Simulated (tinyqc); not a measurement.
Extended Hueckel theory, for SiH4, step by step. Computed by tinyqc, a small Python program that keeps every step (integrals from PySCF). Settings: charge = 0, K = 2.0, weighted = 1, multiplicity = 1. Command: `OMP_NUM_THREADS=1 python tinyqc.py 21024 21025 out.jsonl` (the two numbers bound the seeds that draw the settings). One thread of a shared host (Intel(R) Xeon(R) Processor @ 2.60GHz), about 0.01 s of CPU time with the checks.

## Overlaps

Geometry (angstrom):
```
atom        x        y        z
Si     0.0000   0.0000   0.0000
H      0.8830   0.8830   0.8830
H      0.8830  -0.8830  -0.8830
H     -0.8830   0.8830  -0.8830
H     -0.8830  -0.8830   0.8830
```

Parameters chosen for this run:
```
element  shell  Slater exponent  H_ii (eV)
H           1s           1.3000   -13.6000
Si          3s           1.3830   -17.3000
Si          3p           1.3830    -9.2000
```

Slater orbitals, each expanded in six Gaussians scaled to its exponent.

overlap S:
```
         1Si 3s  1Si 3px  1Si 3py  1Si 3pz   2H 1s    3H 1s    4H 1s    5H 1s
1Si 3s   1.0000   0.0000   0.0000   0.0000  0.3970   0.3970   0.3970   0.3970
1Si 3px  0.0000   1.0000   0.0000   0.0000  0.2922   0.2922  -0.2922  -0.2922
1Si 3py  0.0000   0.0000   1.0000   0.0000  0.2922  -0.2922   0.2922  -0.2922
1Si 3pz  0.0000   0.0000   0.0000   1.0000  0.2922  -0.2922  -0.2922   0.2922
2H 1s    0.3970   0.2922   0.2922   0.2922  1.0000   0.0426   0.0426   0.0426
3H 1s    0.3970   0.2922  -0.2922  -0.2922  0.0426   1.0000   0.0426   0.0426
4H 1s    0.3970  -0.2922   0.2922  -0.2922  0.0426   0.0426   1.0000   0.0426
5H 1s    0.3970  -0.2922  -0.2922   0.2922  0.0426   0.0426   0.0426   1.0000
```

## Wolfsberg-Helmholz matrix

diagonal H_ii (eV): 1Si 3s -17.3000, 1Si 3px -9.2000, 1Si 3py -9.2000, 1Si 3pz -9.2000, 2H 1s -13.6000, 3H 1s -13.6000, 4H 1s -13.6000, 5H 1s -13.6000

K = 2.0000

H_ij = K' S_ij (H_ii + H_jj)/2 for i != j (the diagonal keeps H_ii), with K' = K + D^2 + D^4 (1 - K), D = (H_ii - H_jj)/(H_ii + H_jj), K = 2.

H (eV):
```
           1Si 3s  1Si 3px  1Si 3py  1Si 3pz     2H 1s     3H 1s     4H 1s     5H 1s
1Si 3s   -17.3000   0.0000   0.0000   0.0000  -12.3535  -12.3535  -12.3535  -12.3535
1Si 3px    0.0000  -9.2000   0.0000   0.0000   -6.7826   -6.7826    6.7826    6.7826
1Si 3py    0.0000   0.0000  -9.2000   0.0000   -6.7826    6.7826   -6.7826    6.7826
1Si 3pz    0.0000   0.0000   0.0000  -9.2000   -6.7826    6.7826    6.7826   -6.7826
2H 1s    -12.3535  -6.7826  -6.7826  -6.7826  -13.6000   -1.1592   -1.1592   -1.1592
3H 1s    -12.3535  -6.7826   6.7826   6.7826   -1.1592  -13.6000   -1.1592   -1.1592
4H 1s    -12.3535   6.7826  -6.7826   6.7826   -1.1592   -1.1592  -13.6000   -1.1592
5H 1s    -12.3535   6.7826   6.7826  -6.7826   -1.1592   -1.1592   -1.1592  -13.6000
```

## Orbitals

valence electrons = 8

Solve H C = S C e through S^(-1/2); fill by pairs from the bottom, a degenerate level sharing its electrons equally; each orbital has its largest coefficient positive (the first on a tie).

orbital energies (eV): -22.6461  -15.8727  -15.8727  -15.8727  7.1172  7.1172  7.1172  27.9604

occupations: 2.0000  2.0000  2.0000  2.0000  0.0000  0.0000  0.0000  0.0000

coefficients:
```
            MO1      MO2      MO3      MO4      MO5      MO6      MO7      MO8
1Si 3s   0.5798   0.0000   0.0000   0.0000   0.0000   0.0000   0.0000   1.3896
1Si 3px  0.0000   0.4286   0.1045   0.0070  -0.0574   1.0732   0.4530   0.0000
1Si 3py  0.0000   0.1045  -0.4247  -0.0577   1.0664  -0.1341   0.4528   0.0000
1Si 3pz  0.0000   0.0069  -0.0577   0.4373  -0.4687  -0.4365   0.9747   0.0000
2H 1s    0.2304   0.4201  -0.2941   0.3009  -0.2487  -0.2313  -0.8655  -0.6704
3H 1s    0.2304   0.2468   0.4567  -0.2900   0.3015  -0.7566   0.4485  -0.6704
4H 1s    0.2304  -0.2576  -0.3669  -0.3906  -0.7330   0.3548   0.4487  -0.6704
5H 1s    0.2304  -0.4094   0.2043   0.3797   0.6802   0.6331  -0.0317  -0.6704
```

sum of one-electron energies = -140.5281 eV

Within a degenerate level the vectors are fixed only up to a rotation; this is one choice.

## Mulliken analysis

P = C n C^T; charge = valence electrons (H 1, Si 4) minus the sum of (P S)_ii on the atom; overlap population = 2 sum P_ij S_ij between two atoms.

charges: 1Si 0.6732, 2H -0.1683, 3H -0.1683, 4H -0.1683, 5H -0.1683

Overlap populations:
```
pair      value
2-1    0.743269
3-1    0.743269
3-2   -0.011038
4-1    0.743269
4-2   -0.011038
4-3   -0.011038
5-1    0.743269
5-2   -0.011038
5-3   -0.011038
5-4   -0.011038
```
